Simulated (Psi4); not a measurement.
**BNH4 (SMILES BN), step by step**

We compute a structure relaxation (TPSS/aug-cc-pVDZ), then vibrational wavenumbers, then a single-point energy (CCSD(T)/def2-TZVP) of BNH4. 

The calculation is run with Psi4 1.11.

### Step 1. The molecule

The species is BNH4 (6 atoms), meant as a singlet with charge 0. As SMILES, `BN`. The coordinates come from a PBE0-D4/def2-TZVP relaxation. The run starts from this shape.

Bond lengths: B1–N2 1.385 Å, B1–H3 1.197 Å, B1–H4 1.197 Å, N2–H5 1.006 Å, N2–H6 1.006 Å. Angles: B1–N2–H5 123.2°, B1–N2–H6 123.2°, N2–B1–H3 119.0°, N2–B1–H4 119.0°, H5–N2–H6 113.5°, H3–B1–H4 122.0°.

### Step 2. A structure relaxation at TPSS/aug-cc-pVDZ (density fitting) (run 1)

The input, bh4n.py:

```python
import psi4

psi4.set_memory('1600 MB')
psi4.set_num_threads(1)
psi4.core.set_output_file('psi4.out', False)

molecule = psi4.geometry("""
0 1
B     -0.128200    -0.679600    -0.025600
N      0.146100     0.677400     0.010800
H      0.225800    -1.368000     0.887500
H     -0.712000    -1.128700    -0.969200
H     -0.121600     1.313700    -0.720800
H      0.632000     1.121400     0.771300
symmetry c1
""")

psi4.set_options({
    'geom_maxiter': 60,
})

E, wfn = psi4.optimize("tpss/aug-cc-pVDZ", return_wfn=True)
print(f'tpss/aug-cc-pVDZ energy: {E:.10f} Eh')
molecule.save_xyz_file('final.xyz', False)
```

Started as:

```bash
$ python bh4n.py
```

psi4.out:

```text
[...]
  Running in c1 symmetry.
[...]
  Nuclear repulsion =   32.316093047941223
[...]
  Multiplicity = 1
[...]
  Nalpha       = 8
  Nbeta        = 8
[...]
    Number of basis functions: 82
[...]
   @DF-RKS iter   1:   -81.69864726287162   -2.70355e-01   1.07269e-02 ADIIS/DIIS
[...]
   @DF-RKS iter   6:   -82.06574640194482   -1.00897e-12   2.14524e-09 DIIS
[...]
    Orbital Energies [Eh]
    ---------------------
    Doubly Occupied:
       1A    -14.125003     2A     -6.585316     3A     -0.813560
       4A     -0.481494     5A     -0.469465     6A     -0.353616
       7A     -0.286640     8A     -0.267787
[...]
  @DF-RKS Final Energy:   -82.06574640194482
   => Energetics <=
    Nuclear Repulsion Energy =             32.0173139290412507
    One-Electron Energy =                -172.8320304082021721
    Two-Electron Energy =                  71.2296859953206791
    DFT Exchange-Correlation Energy =     -12.4807159181045755
    Empirical Dispersion Energy =           0.0000000000000000
    VV10 Nonlocal Energy =                  0.0000000000000000
    Total Energy =                        -82.0657464019448213
[...]
  -Total Gradient:
     Atom            X                  Y                   Z
    ------   -----------------  -----------------  -----------------
       1        0.000021917367    -0.000020245826    -0.000012920673
       2        0.000000448587     0.000023516957     0.000002236516
       3       -0.000018722717    -0.000006285474    -0.000010435974
       4       -0.000003711406    -0.000010010288     0.000019243981
       5        0.000004177414    -0.000004764950     0.000012776264
       6       -0.000008036095    -0.000001621603    -0.000011418899
[...]
```

The script printed:

```text
Some dependencies such as QCElemental have not yet finished migration to pydantic v2. If issues are encountered please downgrade pydantic or upgrade QCElemental as appropriate
	Previous geometry is closer to target in internal coordinates, so using that one.

	Best geometry has RMS(Delta(q)) = 4.42e-09

Optimizer: Optimization complete!
tpss/aug-cc-pVDZ energy: -82.0657464019 Eh
```

It took 60 s on 1 thread of AMD EPYC 7R43 (Zen 3), shared host; peak memory 1 GiB.

Steps, from the record of the run:

```
step  energy from the first frame kept (eV)  largest force (eV/Å)
   0                                 0.0000                0.5394
   1                                -0.0104                0.0934
   2                                -0.0105                0.0294
   3                                -0.0106                0.0017
```

After the run. Bond lengths: B1–N2 1.400 Å, B1–H3 1.203 Å, B1–H4 1.203 Å, N2–H5 1.016 Å, N2–H6 1.016 Å. Angles: B1–N2–H5 123.4°, B1–N2–H6 123.4°, N2–B1–H3 118.6°, N2–B1–H4 118.6°, H5–N2–H6 113.3°, H3–B1–H4 122.7°.

### Step 3. Vibrational wavenumbers at TPSS/aug-cc-pVDZ (density fitting) (run 2)

The input, calc.dat:

```
memory 1.6 GB

molecule geom {
  B
  N 1 1.400098
  H 1 1.202964 2 118.6312
  H 1 1.202965 3 122.73786 2 -179.97731
  H 2 1.015909 1 123.35611 3 -179.98793
  H 2 1.01591 5 113.28782 1 -179.99782
  symmetry c1
}

set basis aug-cc-pVDZ
set t 298.15
set rotational_symmetry_number 2

e_tot = frequency("tpss")
print_variables()
```

Started as:

```bash
$ psi4 calc.dat calc.out -n 1
```

calc.out:

```text
[...]
  Running in c1 symmetry.
[...]
  Nuclear repulsion =   32.017309272218540
[...]
  Multiplicity = 1
[...]
  Nalpha       = 8
  Nbeta        = 8
[...]
    Number of basis functions: 82
[...]
   @DF-RKS iter   1:   -81.70424798359987   -2.90302e-01   1.06324e-02 ADIIS/DIIS
[...]
   @DF-RKS iter  10:   -82.06574440263866   -1.25056e-12   2.01764e-09 DIIS
[...]
  @DF-RKS Final Energy:   -82.06574440263866
   => Energetics <=
    Nuclear Repulsion Energy =             32.0173090821599189
    One-Electron Energy =                -172.8320171971034824
    Two-Electron Energy =                  71.2296789197552300
    DFT Exchange-Correlation Energy =     -12.4807152074503254
    Empirical Dispersion Energy =           0.0000000000000000
    VV10 Nonlocal Energy =                  0.0000000000000000
    Total Energy =                        -82.0657444026386571
[...]
  -Total Gradient:
     Atom            X                  Y                   Z
    ------   -----------------  -----------------  -----------------
       1       -0.000028512794     0.000188266435    -0.000015803599
       2        0.000004303783     0.001231456495     0.000023587025
       3        0.000010511876    -0.000025482760    -0.000033000682
       4        0.000010508219     0.000007814674     0.000012825258
       5        0.000001609518    -0.000685369830     0.000563969377
       6        0.000001584960    -0.000716622751    -0.000571384691
[...]
  ==> Harmonic Vibrational Analysis <==
[...]
  Freq [cm^-1]                 606.0050            719.4529            851.3767
[...]
  Freq [cm^-1]                 992.1687           1120.3031           1139.7966
[...]
  Freq [cm^-1]                1324.0018           1628.3762           2566.8747
[...]
  Freq [cm^-1]                2646.8905           3507.2642           3605.3699
[...]
```

Standard output:

```text
Warning: used thermodynamics relations inappropriate for low-frequency modes: ['606.0050']
```

It took 12 min on 1 thread of AMD EPYC 7R43 (Zen 3), shared host; peak memory 1 GiB.

### Step 4. The energy at CCSD(T)/def2-TZVP (run 3)

The input, bh4n.xyz:

```xyz
6
BH4N
B     -0.129922    -0.688591    -0.025861
N      0.147238     0.683306     0.010958
H      0.228701    -1.374040     0.895373
H     -0.717110    -1.132699    -0.977230
H     -0.122255     1.327622    -0.726810
H      0.637854     1.133670     0.778122
```

The input, calc.py:

```python
import psi4

psi4.set_memory(1600000000)
psi4.set_num_threads(1)
psi4.core.set_output_file('psi4.out', False)

with open('bh4n.xyz') as f:
    atoms = ''.join(f.readlines()[2:])
molecule = psi4.geometry('0 1\n' + atoms + 'symmetry c1')

psi4.set_options({
    'scf_type': 'pk',
    'num_frozen_docc': 2,
})

e_tot = psi4.energy("ccsd(t)/def2-TZVP", molecule=molecule)
print(f'ccsd(t)/def2-TZVP energy: {e_tot:.10f} Eh')
for k, v in sorted(psi4.core.scalar_variables().items()):
    print(f'{k:45s} {v:18.10f}')
```

Started as:

```bash
$ python calc.py
```

psi4.out:

```text
[...]
  Running in c1 symmetry.
[...]
  Nuclear repulsion =   32.017309113613997
[...]
  Multiplicity = 1
[...]
  Nalpha       = 8
  Nbeta        = 8
[...]
    Number of basis functions: 86
[...]
   @RHF iter   1:   -81.44325961922097   -7.72118e-01   4.89609e-03 DIIS/ADIIS
[...]
   @RHF iter  10:   -81.52666710773023   -9.19442e-12   4.26873e-09 DIIS
[...]
    Orbital Energies [Eh]
    ---------------------
    Doubly Occupied:
       1A    -15.557008     2A     -7.586871     3A     -1.154634
       4A     -0.713577     5A     -0.678123     6A     -0.551322
       7A     -0.463885     8A     -0.436980
[...]
  @RHF Final Energy:   -81.52666710773023
   => Energetics <=
    Nuclear Repulsion Energy =             32.0173091136139973
    One-Electron Energy =                -172.8031536851585201
    Two-Electron Energy =                  59.2591774638142894
    Total Energy =                        -81.5266671077302192
[...]
 Multipole Moments:
 ------------------------------------------------------------------------------------
     Multipole            Electronic (a.u.)      Nuclear  (a.u.)        Total (a.u.)
 ------------------------------------------------------------------------------------
 L = 1.  Multiply by 2.5417464519 to convert [e a0] to [Debye]
 Dipole X            :          0.0460448            0.0855984            0.1316432
 Dipole Y            :          0.2258968            0.4253454            0.6512422
 Dipole Z            :          0.0058614            0.0115810            0.0174425
 Magnitude           :                                                    0.6646432
[...]
      * MP2 total energy                      =  -81.843398875366887
[...]
      * CCSD total energy                     =  -81.868114851191962
[...]
      * CCSD(T) total energy                  =  -81.879771080817221
```

Standard output:

```text
ccsd(t)/def2-TZVP energy: -81.8797710808 Eh
(T) CORRECTION ENERGY                              -0.0116562296
CC D1 DIAGNOSTIC                                    0.0401115644
CC D2 DIAGNOSTIC                                    0.1488402149
CC NEW D1 DIAGNOSTIC                                0.0401115644
CC T1 DIAGNOSTIC                                    0.0131835765
CCSD CORRELATION ENERGY                            -0.3414477435
CCSD DOUBLES ENERGY                                -0.3414477435
CCSD ITERATIONS                                    12.0000000000
CCSD OPPOSITE-SPIN CORRELATION ENERGY              -0.2787641962
CCSD SAME-SPIN CORRELATION ENERGY                  -0.0626835472
CCSD SINGLES ENERGY                                 0.0000000000
CCSD TOTAL ENERGY                                 -81.8681148512
CCSD(T) CORRELATION ENERGY                         -0.3531039731
CCSD(T) TOTAL ENERGY                              -81.8797710808
CURRENT CORRELATION ENERGY                         -0.3531039731
CURRENT ENERGY                                    -81.8797710808
CURRENT REFERENCE ENERGY                          -81.5266671077
DD SOLVATION ENERGY                                 0.0000000000
HF KINETIC ENERGY                                  81.3711032528
HF POTENTIAL ENERGY                              -162.8977703606
HF TOTAL ENERGY                                   -81.5266671077
HF VIRIAL RATIO                                     2.0019117825
MP2 CORRELATION ENERGY                             -0.3167317676
MP2 DOUBLES ENERGY                                 -0.3167317676
MP2 OPPOSITE-SPIN CORRELATION ENERGY               -0.2490323790
MP2 SAME-SPIN CORRELATION ENERGY                   -0.0676993886
MP2 SINGLES ENERGY                                 -0.0000000000
MP2 TOTAL ENERGY                                  -81.8433988754
NUCLEAR REPULSION ENERGY                           32.0173091136
ONE-ELECTRON ENERGY                              -172.8031536852
PCM POLARIZATION ENERGY                             0.0000000000
PE ENERGY                                           0.0000000000
SCF ITERATION ENERGY                              -81.5266671077
SCF ITERATIONS                                     10.0000000000
SCF TOTAL ENERGY                                  -81.5266671077
TWO-ELECTRON ENERGY                                59.2591774638
```

Wall time 30 s (1 thread of AMD EPYC 7R43 (Zen 3), shared host); peak memory 0.78 GiB.

### Step 5. Summary of results

```
                                                                          quantity             value
                                  run 1, TPSS/aug-cc-pVDZ: total energy at the end      -82.06575 Eh
                                            run 1, TPSS/aug-cc-pVDZ: dipole moment            1.93 D
                                              run 1, TPSS/aug-cc-pVDZ: HOMO energy          -7.29 eV
                                              run 1, TPSS/aug-cc-pVDZ: LUMO energy          -0.66 eV
                                            run 1, TPSS/aug-cc-pVDZ: HOMO–LUMO gap           6.63 eV
                               run 2, TPSS/aug-cc-pVDZ: lowest harmonic wavenumber          606 cm⁻¹
                              run 2, TPSS/aug-cc-pVDZ: highest harmonic wavenumber         3605 cm⁻¹
                                        run 2, TPSS/aug-cc-pVDZ: zero-point energy      123.9 kJ/mol
run 2, TPSS/aug-cc-pVDZ: ideal-gas entropy at 298.15 K (symmetry number 2 as used)  54.7 cal/(mol K)
                                            run 3, CCSD(T)/def2-TZVP: total energy      -81.87977 Eh
                     run 3, CCSD(T)/def2-TZVP: HOMO energy (Hartree–Fock orbitals)         -11.89 eV
                     run 3, CCSD(T)/def2-TZVP: LUMO energy (Hartree–Fock orbitals)           3.25 eV
                   run 3, CCSD(T)/def2-TZVP: HOMO–LUMO gap (Hartree–Fock orbitals)          15.14 eV
             run 3, CCSD(T)/def2-TZVP: correlation energy (2 core orbitals frozen)        -353.1 mEh
                                          run 3, CCSD(T)/def2-TZVP: (T) correction        -11.66 mEh
                                           run 3, CCSD(T)/def2-TZVP: T1 diagnostic             0.013
```

The optimisation (run 1, TPSS/aug-cc-pVDZ) took 4 steps and changed the energy by -0.011 eV. All 12 modes (run 2, TPSS/aug-cc-pVDZ) are real, so the shape is a minimum at this level. The triples (run 3, CCSD(T)/def2-TZVP) make up 3.3 % of the correlation energy.
